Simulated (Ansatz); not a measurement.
System: H2O, charge 0, singlet. H2O (SMILES O).
B3LYP-D3(BJ)/def2-TZVP minimum from Ansatz (a quantum-chemistry and plane-wave program):
```
O
H 1 0.9627
H 1 0.9627 2 105.24
```

Total energies in cc-pV5Z, 8 correlated electrons, 1 frozen orbitals. Radicals and triplets start from unrestricted determinants; spin-orbit coupling is neglected. Cores are frozen in correlated methods. No relativity.

```csv
method,program,energy (Eh),minus CCSDT(Q) (mEh)
HF,Ansatz,-76.06667,302.70
MP2,Ansatz,-76.35852,10.84
CCSD,Ansatz,-76.35940,9.96
CCSD(T),Ansatz,-76.36897,0.39
CCSDT(Q),Ansatz,-76.36937,0.00
```
